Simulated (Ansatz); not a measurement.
Relaxation of C2HF3O (7 atoms, charge 0, multiplicity 1), to a largest force component of 0.015 eV/Å in at most 40 steps.

The calculation used Ansatz, RKS B3LYP/def2-SVP.

```xyz
7
Properties=species:S:1:pos:R:3
O -0.162 -0.983 -1.241
C 0.105 -0.608 0.046
F 0.485 -1.585 0.866
C 0.105 0.657 0.512
F -0.374 1.632 -0.323
F 0.355 0.935 1.795
H -0.454 -0.117 -1.701
```

Problem. Where does it end, and by what steps?

Solution. The forces met the threshold. After 6 steps the energy has fallen by 0.235 eV; F5 moved furthest, 0.10 Å.

```
step  energy less start (eV)  largest force component (eV/Å)  accepted
   0                  0.0000                           2.075       yes
   1                 -0.1816                           0.853       yes
   2                 -0.2313                           0.223       yes
   3                 -0.2342                           0.059       yes
   4                 -0.2345                           0.060       yes
   5                 -0.2347                           0.024       yes
   6                 -0.2347                           0.001       yes
```

```xyz
7
Properties=species:S:1:pos:R:3
O -0.174 -0.974 -1.212
C 0.116 -0.596 0.043
F 0.489 -1.614 0.798
C 0.054 0.646 0.529
F -0.324 1.669 -0.241
F 0.343 1.001 1.766
H -0.442 -0.200 -1.728
```

The run took 14 s on 1 thread of Intel(R) Xeon(R) 6975P-C (Granite Rapids), with other jobs on the host, peak memory 0.19 GiB.
